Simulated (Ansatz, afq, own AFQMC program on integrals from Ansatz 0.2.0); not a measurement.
# H₂F (doublet): quantum Monte Carlo beside coupled cluster at distance H1–H2 along a hydrogen transfer = 0.745 Å, cc-pVTZ

How near does AFQMC come to the top of the ladder for H₂F (doublet)?

Method: cc-pVTZ, frozen cores; program: Ansatz 0.2.0, Gaussian basis, and an in-house AFQMC program (afq) on its integrals; all values are calculated.

The runs, in order: PBE (unrestricted); r2SCAN (unrestricted); PBE0 (unrestricted); B3LYP (unrestricted); wB97M-V (unrestricted); B2PLYP (unrestricted); CCSD(T) on UHF; CCSDT(Q) on UHF; CCSD(T) on UHF; CCSD(T) on UHF; Phaseless AFQMC, CISD trial on UHF.

**1. What is computed**

The geometry derives from fragments relaxed apart (PBE0/def2-TZVP) and kept rigid, so it is no stationary point. A hydrogen atom is moved between rigid fragments.

3 atoms, charge 0, spin multiplicity 2.

Atoms are counted from 1 here; the program's logs count them from 0.

Bond lengths: H1–H2 0.745 Å.

**2. PBE (unrestricted)**

Contents of in.yaml:

```yaml
crystal:
  periodic: [false, false, false]
  atoms:
    - {symbol: H, position_ang: [0.000000, 0.000000, -0.960333]}
    - {symbol: H, position_ang: [0.000000, 0.000000, -0.215333]}
    - {symbol: F, position_ang: [0.000000, 0.000000, 1.175667]}
basis:
  gaussian: {orbitals: cc-pVTZ}
magnetization: {spin_polarized: true, initial_magnetization: 1}
hamiltonian: {xc: {name: PBE}}
output: {orbitals: {seedname: orbitals}}
```

The run is started by

```console
> ansatz run in.yaml --threads 1 --pin off --events-out ev --progress --plain --max-ram 8192MiB --backend cpu
```

Log:

```text
Functional definition: PBE
  name "PBE"
  cite "Perdew, Burke & Ernzerhof, Phys. Rev. Lett. 77, 3865 (1996) doi:10.1103/PhysRevLett.77.3865"
  parent pbe
  parameter kappa = 0.804
  parameter beta = 0.06672455060314922
  exchange = pbe_x(kappa = kappa, mu = beta*pi^2/3)
  correlation = pbe_c(beta = beta)
266 factors; their error is unknown
mean field evaluation 1: about -2743.7538 eV, gradient 1.1e1 eV
mean field evaluation 2: about -2743.8362 eV, gradient 1.2e1 eV
mean field evaluation 4: about -2744.1569 eV, gradient 1.5e0 eV
mean field evaluation 8: about -2744.1671 eV, gradient 5.1e-2 eV
mean field evaluation 16: about -2744.1567 eV, gradient 2.1e-5 eV
mean field evaluation 32: about -2743.2553 eV, gradient 1.0e1 eV
mean field -2744.15672711 eV, -100.8458996650 hartree, gradient 2.1e-5 eV, S^2 0.753595; 4 other end points of the search recorded, 0 dependent functions left out
reference -2744.15674652 eV, -100.8459003783 hartree; 6, 5 occupied and 52, 53 virtual orbitals, 266 factors
Total energy: -2744.15674652 eV, -100.8459003783 hartree
```

Wall time 0.81 s (1 thread of AMD EPYC 7R13 (Zen 3), shared host); peak memory 0.73 GiB.

From the report: ⟨S²⟩ of the determinant 0.754 (pure doublet: 0.75).

**3. r2SCAN (unrestricted)**

Changes to in.yaml since step 2:

```diff
@@ -9,3 +9,2 @@
 magnetization: {spin_polarized: true, initial_magnetization: 1}
-hamiltonian: {xc: {name: PBE}}
-output: {orbitals: {seedname: orbitals}}
+hamiltonian: {xc: {name: r2SCAN}}
```

Same command.

Log:

```text
Functional definition: r2SCAN
  name "r2SCAN"
  cite "Furness, Kaplan, Ning, Perdew & Sun, J. Phys. Chem. Lett. 11, 8208 (2020) doi:10.1021/acs.jpclett.0c02405"
  cite "Furness, Kaplan, Ning, Perdew & Sun, J. Phys. Chem. Lett. 11, 9248 (2020) doi:10.1021/acs.jpclett.0c03077"
  parent r2scan
  parameter k0 = 0.174
  parameter k1 = 0.065
  parameter a1 = 4.9479
  exchange = r2scan_x(k0 = k0, k1 = k1, a1 = a1)
  correlation = r2scan_c
266 factors; their error is unknown
mean field evaluation 1: about -2745.3380 eV, gradient 1.1e1 eV
mean field evaluation 2: about -2745.1804 eV, gradient 1.4e1 eV
mean field evaluation 4: about -2745.7009 eV, gradient 1.3e0 eV
mean field evaluation 8: about -2745.6990 eV, gradient 1.2e-1 eV
mean field evaluation 16: about -2744.8516 eV, gradient 1.1e1 eV
mean field -2745.69906522 eV, -100.9025795453 hartree, gradient 3.1e-5 eV, S^2 0.757785; 1 other end points of the search recorded, 0 dependent functions left out
reference -2745.69907180 eV, -100.9025797870 hartree; 6, 5 occupied and 52, 53 virtual orbitals, 266 factors
Total energy: -2745.69907180 eV, -100.9025797870 hartree
```

Run time: 0.87 s. Hardware: 1 thread of AMD EPYC 7R13 (Zen 3), shared host; peak memory 0.73 GiB.

From the report: ⟨S²⟩ of the determinant 0.758 (pure doublet: 0.75).

**4. PBE0 (unrestricted)**

Changes to in.yaml since step 3:

```diff
@@ -9,2 +9,3 @@
 magnetization: {spin_polarized: true, initial_magnetization: 1}
-hamiltonian: {xc: {name: r2SCAN}}
+hamiltonian: {xc: {name: PBE0}}
+output: {orbitals: {seedname: orbitals}}
```

The command is unchanged.

Log:

```text
Functional definition: PBE0
  name "PBE0"
  cite "Adamo & Barone, J. Chem. Phys. 110, 6158 (1999) doi:10.1063/1.478522"
  cite "Perdew, Burke & Ernzerhof, Phys. Rev. Lett. 77, 3865 (1996) doi:10.1103/PhysRevLett.77.3865"
  parent pbe
  parameter a = 0.25
  parameter kappa = 0.804
  parameter beta = 0.06672455060314922
  exchange = (1 - a)*pbe_x(kappa = kappa, mu = beta*pi^2/3) + a*exact_x
  correlation = pbe_c(beta = beta)
266 factors; their error is unknown
mean field evaluation 1: about -2743.6567 eV, gradient 1.1e1 eV
mean field evaluation 2: about -2743.3840 eV, gradient 1.6e1 eV
mean field evaluation 4: about -2744.0948 eV, gradient 2.4e-1 eV
mean field evaluation 8: about -2744.0938 eV, gradient 6.4e-3 eV
mean field evaluation 16: about -2744.0803 eV, gradient 1.7e0 eV
mean field -2744.09384084 eV, -100.8435886373 hartree, gradient 3.2e-5 eV, S^2 0.757925; 1 other end points of the search recorded, 0 dependent functions left out
reference -2744.09385519 eV, -100.8435891647 hartree; 6, 5 occupied and 52, 53 virtual orbitals, 266 factors
Total energy: -2744.09385519 eV, -100.8435891647 hartree
```

Wall time 0.42 s (1 thread of AMD EPYC 7R13 (Zen 3), shared host); peak memory 0.73 GiB.

From the report: ⟨S²⟩ of the determinant 0.758 (pure doublet: 0.75).

**5. B3LYP (unrestricted)**

Changes to in.yaml since step 4:

```diff
@@ -9,3 +9,2 @@
 magnetization: {spin_polarized: true, initial_magnetization: 1}
-hamiltonian: {xc: {name: PBE0}}
-output: {orbitals: {seedname: orbitals}}
+hamiltonian: {xc: {name: B3LYP}}
```

Launched as before.

Log (excerpt; [...] marks lines left out):

```text
Functional definition: B3LYP
  name "B3LYP"
  cite "Stephens, Devlin, Chabalowski & Frisch, J. Phys. Chem. 98, 11623 (1994) doi:10.1021/j100096a001"
  cite "Becke, Phys. Rev. A 38, 3098 (1988) doi:10.1103/PhysRevA.38.3098"
  cite "Lee, Yang & Parr, Phys. Rev. B 37, 785 (1988) doi:10.1103/PhysRevB.37.785"
  cite "Vosko, Wilk & Nusair, Can. J. Phys. 58, 1200 (1980) doi:10.1139/p80-159"
[...]
266 factors; their error is unknown
[...]
mean field -2747.00623776 eV, -100.9506172498 hartree, gradient 1.8e-5 eV, S^2 0.756525; 1 other end points of the search recorded, 0 dependent functions left out
reference -2747.00637380 eV, -100.9506222492 hartree; 6, 5 occupied and 52, 53 virtual orbitals, 266 factors
Total energy: -2747.00637380 eV, -100.9506222492 hartree
```

Run time: 0.45 s. Hardware: 1 thread of AMD EPYC 7R13 (Zen 3), shared host; peak memory 0.73 GiB.

From the report: ⟨S²⟩ of the determinant 0.757 (pure doublet: 0.75).

**6. wB97M-V (unrestricted)**

Changes to in.yaml since step 5:

```diff
@@ -9,2 +9,3 @@
 magnetization: {spin_polarized: true, initial_magnetization: 1}
-hamiltonian: {xc: {name: B3LYP}}
+hamiltonian: {xc: {name: wB97M-V}}
+output: {orbitals: {seedname: orbitals}}
```

Same command.

Log (excerpt; [...] marks lines left out):

```text
Functional definition: wB97M-V
  name "wB97M-V"
  cite "Mardirossian & Head-Gordon, J. Chem. Phys. 144, 214110 (2016) doi:10.1063/1.4952647"
  cite "Becke, J. Chem. Phys. 107, 8554 (1997) doi:10.1063/1.475007"
  cite "Vydrov & Van Voorhis, J. Chem. Phys. 133, 244103 (2010) doi:10.1063/1.3521275"
  # Of w^i u^j: cxij and so on, Table III.
[...]
  gx(w, u) = 1 - cx + cx01*u + cx10*w
  gss(w, u) = css00 + css04*u^4 + css10*w + css20*w^2 + css43*w^4*u^3
  gos(w, u) = cos00 + cos10*w + (cos20 + cos21*u)*w^2 + (cos60 + cos61*u)*w^6
[...]
      + integral(e_c_pw_mod_opposite_spin*gos(b97_w_opposite, b97_u_opposite)) + vv10(b, c)
266 factors; their error is unknown
69 factors; integrals over basis functions are off by at most 1.9e-5 eV
[...]
mean field -2745.65191960 eV, -100.9008469757 hartree, gradient 2.7e-5 eV, S^2 0.756231; 1 other end points of the search recorded, 0 dependent functions left out
reference -2745.65194169 eV, -100.9008477872 hartree; 6, 5 occupied and 52, 53 virtual orbitals, 266 factors
Total energy: -2745.65194169 eV, -100.9008477872 hartree
```

It took 2.6 s on 1 thread of AMD EPYC 7R13 (Zen 3), shared host; peak memory 0.73 GiB.

From the report: ⟨S²⟩ of the determinant 0.756 (pure doublet: 0.75).

**7. B2PLYP (unrestricted)**

Changes to in.yaml since step 6:

```diff
@@ -9,3 +9,3 @@
 magnetization: {spin_polarized: true, initial_magnetization: 1}
-hamiltonian: {xc: {name: wB97M-V}}
-output: {orbitals: {seedname: orbitals}}
+hamiltonian: {xc: {name: B2PLYP}}
+correlation: {electrons: outside_noble_gas}
```

Same command.

Log (excerpt; [...] marks lines left out):

```text
Functional definition: B2PLYP
  name "B2PLYP"
  cite "Grimme, J. Chem. Phys. 124, 034108 (2006) doi:10.1063/1.2148954"
  cite "Becke, Phys. Rev. A 38, 3098 (1988) doi:10.1103/PhysRevA.38.3098"
  cite "Lee, Yang & Parr, Phys. Rev. B 37, 785 (1988) doi:10.1103/PhysRevB.37.785"
[...]
332 factors; integrals over basis functions are off by at most 1.8e-3 eV
[...]
mean field -2742.96045469 eV, -100.8019374644 hartree, gradient 3.1e-6 eV, S^2 0.763009; 2 other end points of the search recorded, 0 dependent functions left out
1 core orbitals not correlated: weight in the atoms' cores, before any rotation towards them, 1.000 or more for the frozen orbitals, at most 0.000 for the correlated occupied ones
reference -2742.96054223 eV, -100.8019406815 hartree; 5, 4 occupied and 52, 53 virtual orbitals, 332 factors
second order -8.13570705 eV of doubles, -0.00000000 eV of singles
Total energy: -2745.15718313 eV, -100.8826657457 hartree
```

Run time: 0.6 s. Hardware: 1 thread of AMD EPYC 7R13 (Zen 3), shared host; peak memory 0.73 GiB.

From the report: ⟨S²⟩ of the determinant 0.763 (pure doublet: 0.75).

**8. CCSD(T) on UHF**

Changes to in.yaml since step 7:

```diff
@@ -9,3 +9,2 @@
 magnetization: {spin_polarized: true, initial_magnetization: 1}
-hamiltonian: {xc: {name: B2PLYP}}
-correlation: {electrons: outside_noble_gas}
+correlation: {method: ccsd_t, electrons: outside_noble_gas, hamiltonian_folder: ham}
```

The run is started by

```console
> ansatz run in.yaml --threads 1 --pin off --events-out ev --progress --plain --max-ram 24576MiB --backend cuda --devices 0, --max-vram 18GiB
```

Log (excerpt; [...] marks lines left out):

```text
Functional definition: HF
  name "HF"
  cite "Fock, Z. Phys. 61, 126 (1930) doi:10.1007/BF01340294"
  parent pbe
[...]
332 factors; integrals over basis functions are off by at most 1.8e-3 eV
[...]
mean field -2735.11785763 eV, -100.5137273383 hartree, gradient 1.5e-6 eV, S^2 0.768951; 7 other end points of the search recorded, 0 dependent functions left out
determinant -2735.11785763 eV, -100.5137273383 hartree, with singles and doubles -2742.39782389 eV, -100.7812611640 hartree
determinant -2734.51379258 eV, -100.4915283574 hartree, with singles and doubles -2741.50373727 eV, -100.7484040867 hartree
1 core orbitals not correlated: weight in the atoms' cores, before any rotation towards them, 1.000 or more for the frozen orbitals, at most 0.000 for the correlated occupied ones
reference -2735.11785763 eV, -100.5137273383 hartree; 5, 4 occupied and 52, 53 virtual orbitals, 332 factors
second order -6.70689422 eV of doubles, -0.00000000 eV of singles
cycle   1  -7.24632809 eV  change    -1.1e0 eV  update   1.7e-2
[...]
cycle   9  -7.27840764 eV  change   -5.7e-6 eV  update   4.6e-6
perturbative correction -0.14466649 eV, -0.0053163953 hartree
Total energy: -2742.54093175 eV, -100.7865202809 hartree
```

It took 15 s on 1 × NVIDIA H100 80GB HBM3 with 1 thread of AMD EPYC 7R13 (Zen 3), shared host; peak host memory 0.8 GiB.

From the report: ⟨S²⟩ of the determinant 0.769 (pure doublet: 0.75); correlation -7.4231 eV; T1 0.030; largest double amplitude 0.06.

This run also writes the integrals to the folder ham.

**9. CCSDT(Q) on UHF**

Changes to in.yaml since step 8:

```diff
@@ -9,2 +9,2 @@
 magnetization: {spin_polarized: true, initial_magnetization: 1}
-correlation: {method: ccsd_t, electrons: outside_noble_gas, hamiltonian_folder: ham}
+correlation: {method: ccsdt_q, electrons: outside_noble_gas}
```

Launched as before.

Log (excerpt; [...] marks lines left out):

```text
Functional definition: HF
  name "HF"
  cite "Fock, Z. Phys. 61, 126 (1930) doi:10.1007/BF01340294"
  parent pbe
[...]
632 factors; integrals over basis functions are off by at most 2.5e-7 eV
[...]
mean field -2735.11786499 eV, -100.5137276090 hartree, gradient 1.4e-6 eV, S^2 0.768951; 7 other end points of the search recorded, 0 dependent functions left out
determinant -2735.11786499 eV, -100.5137276090 hartree, with singles and doubles -2742.39785406 eV, -100.7812622728 hartree
determinant -2734.51379800 eV, -100.4915285564 hartree, with singles and doubles -2741.50376639 eV, -100.7484051568 hartree
1 core orbitals not correlated: weight in the atoms' cores, before any rotation towards them, 1.000 or more for the frozen orbitals, at most 0.000 for the correlated occupied ones
reference -2735.11786499 eV, -100.5137276090 hartree; 5, 4 occupied and 52, 53 virtual orbitals, 632 factors
second order -6.70691851 eV of doubles, -0.00000000 eV of singles
cycle   1  -7.01317457 eV  change   -3.1e-1 eV  update   6.0e-2
[...]
cycle  17  -7.43389596 eV  change   -4.8e-7 eV  update   1.9e-7
perturbative correction -0.00503302 eV, -0.0001849599 hartree
Total energy: -2742.55679397 eV, -100.7871032066 hartree
```

It took 20 s on 1 × NVIDIA H100 80GB HBM3 with 1 thread of AMD EPYC 7R13 (Zen 3), shared host; peak host memory 0.83 GiB.

From the report: ⟨S²⟩ of the determinant 0.769 (pure doublet: 0.75); correlation -7.4389 eV; T1 0.030; largest double amplitude 0.06.

**10. CCSD(T) on UHF**

Changes to in.yaml since step 9:

```diff
@@ -7,4 +7,4 @@
 basis:
-  gaussian: {orbitals: cc-pVTZ}
+  gaussian: {orbitals: def2-TZVPP}
 magnetization: {spin_polarized: true, initial_magnetization: 1}
-correlation: {method: ccsdt_q, electrons: outside_noble_gas}
+correlation: {method: ccsd_t, electrons: outside_noble_gas}
```

Same command.

Log (excerpt; [...] marks lines left out):

```text
Functional definition: HF
  name "HF"
  cite "Fock, Z. Phys. 61, 126 (1930) doi:10.1007/BF01340294"
  parent pbe
[...]
352 factors; integrals over basis functions are off by at most 1.8e-3 eV
[...]
mean field -2735.28999442 eV, -100.5200532487 hartree, gradient 5.0e-6 eV, S^2 0.769567; 7 other end points of the search recorded, 0 dependent functions left out
determinant -2735.28999442 eV, -100.5200532487 hartree, with singles and doubles -2742.55549375 eV, -100.7870554246 hartree
determinant -2734.67646838 eV, -100.4975065828 hartree, with singles and doubles -2741.62355138 eV, -100.7528071740 hartree
1 core orbitals not correlated: weight in the atoms' cores, before any rotation towards them, 1.000 or more for the frozen orbitals, at most 0.000 for the correlated occupied ones
reference -2735.28999442 eV, -100.5200532487 hartree; 5, 4 occupied and 53, 54 virtual orbitals, 352 factors
second order -6.66194232 eV of doubles, -0.00000000 eV of singles
cycle   1  -7.22955556 eV  change    -1.0e0 eV  update   1.7e-2
[...]
cycle   9  -7.25867414 eV  change   -6.8e-6 eV  update   5.1e-6
perturbative correction -0.14295879 eV, -0.0052536388 hartree
Total energy: -2742.69162735 eV, -100.7920582419 hartree
```

Wall time 12 s (1 × NVIDIA H100 80GB HBM3 with 1 thread of AMD EPYC 7R13 (Zen 3), shared host); peak host memory 0.8 GiB.

From the report: ⟨S²⟩ of the determinant 0.770 (pure doublet: 0.75); correlation -7.4016 eV; T1 0.031; largest double amplitude 0.05.

**11. CCSD(T) on UHF**

Changes to in.yaml since step 10:

```diff
@@ -7,3 +7,3 @@
 basis:
-  gaussian: {orbitals: def2-TZVPP}
+  gaussian: {orbitals: "def2-QZVPP.json"}
 magnetization: {spin_polarized: true, initial_magnetization: 1}
```

Launched as before.

Log (excerpt; [...] marks lines left out):

```text
Functional definition: HF
  name "HF"
  cite "Fock, Z. Phys. 61, 126 (1930) doi:10.1007/BF01340294"
  parent pbe
[...]
706 factors; integrals over basis functions are off by at most 1.3e-3 eV
[...]
mean field -2735.41859204 eV, -100.5247791241 hartree, gradient 1.4e-6 eV, S^2 0.769952; 7 other end points of the search recorded, 0 dependent functions left out
determinant -2735.41859204 eV, -100.5247791241 hartree, with singles and doubles -2743.35737491 eV, -100.8165240135 hartree
determinant -2734.80279022 eV, -100.5021488247 hartree, with singles and doubles -2742.42356316 eV, -100.7822070647 hartree
1 core orbitals not correlated: weight in the atoms' cores, before any rotation towards them, 1.000 or more for the frozen orbitals, at most 0.000 for the correlated occupied ones
reference -2735.41859204 eV, -100.5247791241 hartree; 5, 4 occupied and 111, 112 virtual orbitals, 706 factors
second order -7.33119706 eV of doubles, -0.00000000 eV of singles
cycle   1  -7.83216206 eV  change    -1.2e0 eV  update   2.1e-2
[...]
cycle  11  -7.88432656 eV  change   -1.6e-6 eV  update   1.9e-6
perturbative correction -0.18487523 eV, -0.0067940396 hartree
Total energy: -2743.48779384 eV, -100.8213168206 hartree
```

It took 11 s on 1 × NVIDIA H100 80GB HBM3 with 1 thread of AMD EPYC 7R13 (Zen 3), shared host; peak host memory 0.82 GiB.

From the report: ⟨S²⟩ of the determinant 0.770 (pure doublet: 0.75); correlation -8.0692 eV; T1 0.034; largest double amplitude 0.05.

**12. Phaseless AFQMC, CISD trial on UHF**

It reads the integrals that the CCSD(T) run on this determinant wrote.

The run is started by

```console
> afq ham --method phaseless --trial cisd --walkers 4000 --populations 20 --least-time 60 --time-step 0.005 --steps-per-block 50 --equilibration-blocks 28 --max-blocks 4000 --target-error 0.00018 --factor-cut 1e-05 --start spin_pure --seed 7006 --release-times 0.24,0.51,0.99,1.62,2.4 --release-step 0.03 --release-every 3 --taylor-order 6
```

Log:

```text
orbitals 57  electrons 5 4  factors 331 of 332
reference energy -100.51372734 Eh
CCSD correlation -0.26747664 Eh in 12 cycles, weight of the determinant in the CISD state 0.9267
energy of the start -100.780744 Eh
 block  time / (1/Eh)  mean weight  energy / Eh
     1     0.250  0.9994  -100.782105
     2     0.500  0.9996  -100.783969
     3     0.750  0.9994  -100.785475
     4     1.000  1.0000  -100.786070
     5     1.250  1.0003  -100.786489
     6     1.500  0.9995  -100.786347
     7     1.750  0.9998  -100.786203
     8     2.000  0.9996  -100.786343
     9     2.250  0.9996  -100.786571
    10     2.500  1.0002  -100.787268
    11     2.750  0.9998  -100.786624
    12     3.000  1.0001  -100.786388
    13     3.250  0.9996  -100.786573
    14     3.500  1.0000  -100.786710
    15     3.750  1.0000  -100.786322
    16     4.000  1.0002  -100.786783
    17     4.250  0.9999  -100.787828
    18     4.500  1.0002  -100.786955
    19     4.750  1.0001  -100.787189
    20     5.000  0.9996  -100.787850
    21     5.250  0.9998  -100.787147
    22     5.500  0.9999  -100.786510
    23     5.750  0.9996  -100.786573
    24     6.000  1.0002  -100.786513
    25     6.250  0.9998  -100.786519
    26     6.500  0.9997  -100.786685
    27     6.750  0.9996  -100.786964
    28     7.000  0.9999  -100.786335
    29     7.250  0.9998  -100.786229
    30     7.500  1.0008  -100.785921
    31     7.750  1.0004  -100.786534
    32     8.000  1.0002  -100.786132
    33     8.250  1.0004  -100.786747
    34     8.500  1.0004  -100.786508
    35     8.750  0.9997  -100.786914
    36     9.000  1.0001  -100.787293
    37     9.250  0.9998  -100.786407
    38     9.500  1.0002  -100.786481
    39     9.750  1.0003  -100.786603
    40    10.000  0.9995  -100.787060
    41    10.250  1.0001  -100.787227
    42    10.500  1.0005  -100.787085
    43    10.750  1.0002  -100.786471
    44    11.000  0.9998  -100.786961
    45    11.250  1.0006  -100.787245
    46    11.500  1.0002  -100.786787
    47    11.750  0.9995  -100.786705
    48    12.000  0.9999  -100.786162
    49    12.250  1.0004  -100.786577
    50    12.500  1.0008  -100.786607
    51    12.750  0.9999  -100.786831
    52    13.000  1.0007  -100.785810
    53    13.250  1.0002  -100.785818
    54    13.500  0.9996  -100.786452
    55    13.750  1.0000  -100.786965
    56    14.000  1.0001  -100.786318
    57    14.250  1.0006  -100.786342
    58    14.500  0.9999  -100.786123
    59    14.750  1.0005  -100.786197
    60    15.000  1.0004  -100.787269
    61    15.250  1.0000  -100.787121
    62    15.500  1.0000  -100.786723
    63    15.750  1.0001  -100.786268
    64    16.000  1.0008  -100.785879
    65    16.250  0.9995  -100.786336
    66    16.500  0.9999  -100.785955
    67    16.750  0.9997  -100.786702
    68    17.000  0.9999  -100.785879
    69    17.250  0.9997  -100.786955
    70    17.500  1.0002  -100.786630
    71    17.750  1.0004  -100.787795
    72    18.000  0.9997  -100.786612
    73    18.250  1.0007  -100.786411
    74    18.500  0.9995  -100.786417
    75    18.750  1.0004  -100.786969
    76    19.000  1.0001  -100.786531
    77    19.250  0.9995  -100.786938
    78    19.500  1.0001  -100.786301
error from the spread of 20 populations
released: time / (1/Eh)  energy / Eh  error  mean overlap
  0.24  -100.786873  0.000086  1.0001
  0.51  -100.786881  0.000094  0.9976
  0.99  -100.787097  0.000104  0.9864
  1.62  -100.787252  0.000134  0.9749
  2.40  -100.787359  0.000173  0.9693
energy -100.786584 +/- 0.000082 Eh
```

It took 2.1 min on 1 × NVIDIA H100 80GB HBM3 with 2 threads of AMD EPYC 7R13 (Zen 3), shared host; peak host memory 1.6 GiB.

Energy -2742.5427 ± 0.0022 eV. Caveats: constraint bias not in the error.

**13. AFQMC on the ladder**

On the UHF determinant, counted from CCSDT(Q) (a yardstick, not exact):

```csv
level,energy (eV),from CCSDT(Q) (kcal/mol),statistical error (kcal/mol),time
HF,-2735.1179,+171.55,,
MP2,-2741.8248,+16.88,,
CCSD,-2742.3963,+3.70,,
CCSD(T),-2742.5409,+0.37,,
CCSDT(Q),-2742.5568,0.00,,
"Phaseless AFQMC, CISD trial, step 0.005, 4000 walkers",-2742.5427,+0.33,0.05,2.1 min
```

The functionals' totals stand on their own zeros and serve differences with other points: PBE -2744.157 eV; r2SCAN -2745.699 eV; PBE0 -2744.094 eV; B3LYP -2747.006 eV; wB97M-V -2745.652 eV; B2PLYP -2745.157 eV.

**14. Summary of results**

| quantity | value |
| --- | --- |
| CCSD(T) on UHF from CCSDT(Q) | +0.37 kcal/mol |
| Phaseless AFQMC, CISD trial on UHF from CCSDT(Q) | +0.33 ± 0.05 kcal/mol |

In words: On UHF the phaseless walk with the CISD trial lies +0.33 kcal/mol from CCSDT(Q), 6 times its error bar. Error bars are statistical and leave out the constraint, the time step and what remains of the start.
